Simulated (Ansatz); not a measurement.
The standard entropy of C2HClF2 (SMILES FC(F)=CCl) from a frequency calculation

A singlet with charge 0, relaxed at PBE0-D4/def2-TZVP (Ansatz 0.2.0):

```xyz
6

F     0.9010   -0.8104    1.3420
C     0.2677   -0.5622    0.2204
F     0.1925   -1.6326   -0.5227
C    -0.2184    0.6268   -0.0866
Cl   -1.0390    0.9264   -1.5521
H    -0.1038    1.4520    0.5990
```

Harmonic wavenumbers in cm⁻¹: 196, 242, 441, 589, 618, 782, 865, 1008, 1224, 1373, 1809, 3261.

Masses in u: F 18.998, C 12.011, Cl 35.45, H 1.008. Take T = 298.15 K, p = 1 bar, R = 8.3145 J/(mol K), kT/hc = 207.22 cm⁻¹, rigid rotor and harmonic oscillator.

Compute the standard molar entropy.


1. Translation (Sackur–Tetrode): S = R[3/2 ln M + 5/2 ln T − 1.1517] with M = 98.476 gives 166.1 J/(mol K).
2. Rotation: principal moments 46.797, 221.208, 268.005 u Å² give A, B, C = 0.3602, 0.0762, 0.0629 cm⁻¹; the symmetry number is σ = 1; q = (√π/σ)√((kT/hc)³/ABC) = 127247; S = R(ln q + 3/2) = 110.2.
3. Vibration: with u = ν̃/207.22, each mode gives R[u/(eᵘ − 1) − ln(1 − e⁻ᵘ)]; the sum is 26.0, most from 196 cm⁻¹ (9.1), 242 cm⁻¹ (7.5), 441 cm⁻¹ (3.4).
4. Electronic: R ln 1 = 0.0, from the spin multiplicity alone.
5. Sum: 166.1 + 110.2 + 26.0 + 0.0 = 302.3 J/(mol K).

The tabulated value is 303.0 J/(mol K) (CRC Handbook of Chemistry and Physics): the model is off by -0.7. Where a soft mode is a torsion, a harmonic oscillator describes it poorly.
